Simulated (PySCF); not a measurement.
Start geometry of `FC1=NN=CS1` from GFN2-xTB (Å):
```
atom  x, y, z in Å
F1     2.3726    0.3401    0.6306
C2     1.1103    0.0893    0.4009
N3     0.5616   -1.0535    0.5742
N4    -0.7257   -1.0509    0.2713
C5    -1.1647    0.0813   -0.1317
S6     0.0317    1.3442   -0.1846
H7    -2.1825    0.2544   -0.4168
```

Q: What comes out of this run: PBE0/def2-SVPD geometry optimisation, gas phase in PySCF 2.14.0?

A: 
```
atom  x, y, z in Å
F1     2.418    0.344    0.415
C2     1.150    0.117    0.199
N3     0.597   -1.027    0.379
N4    -0.721   -1.002    0.081
C5    -1.136    0.157   -0.316
S6     0.099    1.377   -0.362
H7    -2.167    0.364   -0.598
```

The energy falls by 3.6 kJ/mol over 5 energy and gradient evaluations, the largest force component goes from 0.0233 to 3.8e-04 Eh/bohr, and the atoms move by 0.016 Å rms after alignment. The bond that changes most is N3–N4 (both ends pyridine-type nitrogen), which lengthens by 0.029 Å. Bonds longer at the end by more than 0.005 Å: 3 of 7; shorter: 1. Rotational constants go from 5511, 3468, 2128 to 5544, 3454, 2128 MHz. The orientation of the end geometry is arbitrary; only internal coordinates are fixed.

The run used 138 basis functions and 36 SCF cycles in all.

Whether it is a minimum is left open (no frequencies).
